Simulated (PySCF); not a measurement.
Simulated C 1s region for `C=CCCC`, binding energy against the vacuum level.

Every computed line was given a Gaussian of 1.0 eV full width at half maximum and an area set by the number of equivalent atoms; the highest printed point is 100. Level of theory: PySCF, delta-SCF UKS SCAN, pcX-2 on the ionised atom, pcseg-1 elsewhere, spin-free X2C.

(binding energy (eV), intensity): (288.5, 0), (288.6, 0), (288.7, 0), (288.8, 1), (288.9, 1), (289.0, 2), (289.1, 4), (289.2, 7), (289.3, 10), (289.4, 15), (289.5, 22), (289.6, 30), (289.7, 40), (289.8, 51), (289.9, 63), (290.0, 75), (290.1, 86), (290.2, 94), (290.3, 99), (290.4, 100), (290.5, 96), (290.6, 88), (290.7, 77), (290.8, 64), (290.9, 51), (291.0, 38), (291.1, 27), (291.2, 18), (291.3, 12), (291.4, 7), (291.5, 4), (291.6, 2), (291.7, 1), (291.8, 1), (291.9, 0), (292.0, 0)

Question: Count the maxima, the lines and the sites behind this envelope.

Answer: The curve has 1 maximum (at 290.4 eV). Under it lie 5 lines from 5 inequivalent carbon sites. At this width some lines have no maximum of their own.

Question: Decompose the envelope and assign each component. Numbering: `[CH2:1]=[CH:2][CH2:3][CH2:4][CH3:5]`.

Answer: 
| position (eV) | relative area | line | atoms | environment |
| --- | --- | --- | --- | --- |
| 289.92 | 1 | C 1s | C1 | terminal =CH2 carbon |
| 290.34 | 1 | C 1s | C2 | alkene CH carbon |
| 290.43 | 1 | C 1s | C4 | chain CH2 carbon |
| 290.45 | 1 | C 1s | C5 | methyl carbon |
| 290.51 | 1 | C 1s | C3 | allylic carbon |

Question: What are the centre and the root-mean-square width of the whole band?

Answer: The area-weighted mean of the lines is 290.33 eV. Their own spread about it is 0.21 eV (rms) and each Gaussian has σ = 1.0/2.355 = 0.42 eV; the variances add, which gives 0.47 eV.

The listed C 1s values span 0.59 eV, from C1 (bonded to C (double bond) and 2 H) to C3 (bonded to 2 C and 2 H). The widest gap between neighbouring values is 0.42 eV, between 289.92 and 290.34 eV. The values 290.43 and 290.45 eV lie too close for their order to be trusted.

No satellites, vibrations or lifetime broadening are included. Isolated species at its GFN2-xTB geometry (one conformer only).

The values belong to the conformer `[CH2:1]=[CH:2][CH2:3][CH2:4][CH3:5]`: C1–C2–C3–C4 118°, C2–C3–C4–C5 180°.
